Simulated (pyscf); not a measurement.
Thermochemistry of product channels of HO–In [singlet] + ammonia (NH₃) on the singlet surface, in kcal/mol, from CCSD(T)/def2-TZVPP + ΔMP2(QZVPP) energies (ideal gas, 1 atm, RRHO with modes under 100 cm⁻¹ raised to 100, one conformer, R ln 2 for chiral ones without a mode under 150 cm⁻¹). Optimised with ωB97X-D3(BJ)/def2-SVP in PySCF. MP2 and CC: frozen core, UHF for open shells. ΔMP2 is the change of the MP2 total energy from the triple- to the quadruple-zeta basis.

```tsv
products	ΔE	ΔH(298 K)	ΔG(298 K)	ΔG(600 K)
H₂N–InH–OH	+14.2	+12.3	+21.4	+30.2
H₂N–In [singlet] + water (H₂O)	+11.7	+11.2	+11.2	+11.0
```

These are energies of the channels, which say nothing of barriers. The CCSD(T) − MP2 part came from Ansatz, without density fitting, on the same reference. The frozen core leaves the outer d or s,p core shells of the metals and heavy elements correlated in the MP2 and CC values, and def2-TZVPP describes them poorly, which can shift differences by a few kcal/mol. Elements past Kr carry the def2 core potentials, without spin-orbit coupling.
